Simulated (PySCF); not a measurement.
**F2 at other levels of theory**

What do other methods print for F2?

Method: each script names its method and basis; program: PySCF 2.14.0.

1 further run of the same task is left out (it didn't finish).

## Step 1: The starting structure

F2: 2 atoms, charge 0, spin multiplicity 1.

Bond lengths: F1–F2 1.107 Å.

## Step 2: Base script

Input file input.py:

```python
from pyscf import gto, scf, cc

mol = gto.M(
    atom='F 0 0 0; F 0 0 1.107',
    basis='ano-rcc-vdzp',
    charge=0,
    spin=0,
    verbose=4,
)
mf = scf.UHF(mol)
mf = mf.sfx2c1e()
mf.kernel()
mycc = cc.CCSD(mf)
mycc.kernel()
mf.dip_moment()
print('orbital energies (hartree):', [e[max(0, n-3):n+3].round(4) for e, n in zip(mf.mo_energy, mol.nelec)])
```

The run is started by

```
$ OMP_NUM_THREADS=1 python input.py
```

The log of this run is left out.

In short: E(SCF) = -198.848202 Eh, 7 cycles, E(CCSD) − E(SCF) = -0.36060 Eh, μ = 0.00 D (of the SCF density).

The bond length is a typed value, not an optimised one.

## Step 3: Stability test

Variant 1 changes step after the SCF: ccsd → stability.

Input file input.py:

```python
from pyscf import gto, scf

mol = gto.M(
    atom='F 0 0 0; F 0 0 1.107',
    basis='ano-rcc-vdzp',
    charge=0,
    spin=0,
    verbose=4,
)
mf = scf.UHF(mol)
mf = mf.sfx2c1e()
mf.kernel()
mf.stability(internal=True, external=True)
mf.dip_moment()
print('orbital energies (hartree):', [e[max(0, n-3):n+3].round(4) for e, n in zip(mf.mo_energy, mol.nelec)])
```

The run is started by

```
$ OMP_NUM_THREADS=1 python input.py
```

## Step 4: EOM-EA

Variant 2 changes step after the SCF: ccsd → eomea; frozen orbitals: none → 2; number of roots: none → 5.

input.py, as its differences from that of step 2:

```diff
@@ -12,4 +12,6 @@
 mf.kernel()
-mycc = cc.CCSD(mf)
+mycc = cc.CCSD(mf, frozen=2)
 mycc.kernel()
+e = mycc.eaccsd(nroots=5)[0]
+print('roots (eV) =', (e*27.211386).round(3))
 mf.dip_moment()
```

## Step 5: EOM-EA

Variant 3 changes step after the SCF: ccsd → eomea; frozen orbitals: none → 2; number of roots: none → 4.

input.py, as its differences from that of step 2:

```diff
@@ -12,4 +12,6 @@
 mf.kernel()
-mycc = cc.CCSD(mf)
+mycc = cc.CCSD(mf, frozen=2)
 mycc.kernel()
+e = mycc.eaccsd(nroots=4)[0]
+print('roots (eV) =', (e*27.211386).round(3))
 mf.dip_moment()
```

## Step 6: CASSCF (ROHF)

Variant 4 changes step after the SCF: ccsd → casscf; SCF type: UHF → ROHF; active space: none → 10 electrons in 8 orbitals.

Input file input.py:

```python
from pyscf import gto, scf, mcscf

mol = gto.M(
    atom='F 0 0 0; F 0 0 1.107',
    basis='ano-rcc-vdzp',
    charge=0,
    spin=0,
    verbose=4,
)
mf = scf.ROHF(mol)
mf = mf.sfx2c1e()
mf.kernel()
mc = mcscf.CASSCF(mf, 8, 10)
mc.kernel()
mc.analyze()
mf.dip_moment()
print('orbital energies (hartree):', mf.mo_energy[..., max(0, mol.nelec[1]-3):mol.nelec[0]+3].round(4))
```

## Step 7: M062x (UKS)

Variant 5 changes functional: none (Hartree–Fock) → m062x; SCF type: UHF → UKS; step after the SCF: ccsd → analyze.

Input file input.py:

```python
from pyscf import gto, dft

mol = gto.M(
    atom='F 0 0 0; F 0 0 1.107',
    basis='ano-rcc-vdzp',
    charge=0,
    spin=0,
    verbose=4,
)
mf = dft.UKS(mol, xc='m062x')
mf = mf.sfx2c1e()
mf.kernel()
mf.analyze()
print('orbital energies (hartree):', [e[max(0, n-3):n+3].round(4) for e, n in zip(mf.mo_energy, mol.nelec)])
```

Q: Predict the outcome of this session. Wanted: for each run, E(SCF); from base; gap; after the SCF.

As calculated:

| run | E(SCF) (hartree) | from base (eV) | cycles | gap (eV) | after the SCF |
| --- | --- | --- | --- | --- | --- |
| base | -198.848202 | 0 | 7 | 24.29 | CCSD correlation -9.812 eV |
| stability test | -198.848202 | 0.0000 | 7 | 24.29 | stable |
| EOM-EA | -198.848202 | 0.0000 | 7 | 24.29 | CCSD correlation -9.721 eV, core frozen, first root 7.40 eV |
| EOM-EA | -198.848202 | 0.0000 | 7 | 24.29 | CCSD correlation -9.721 eV, core frozen, first root 7.40 eV |
| CASSCF (ROHF) | -198.848202 | 0.0000 | 7 | n/a | CASSCF correlation -2.128 eV |
| m062x (UKS) | -199.595335 | not comparable | 7 | 17.51 | n/a |

Total energies of different functionals can't be compared with each other; differences within one functional can.
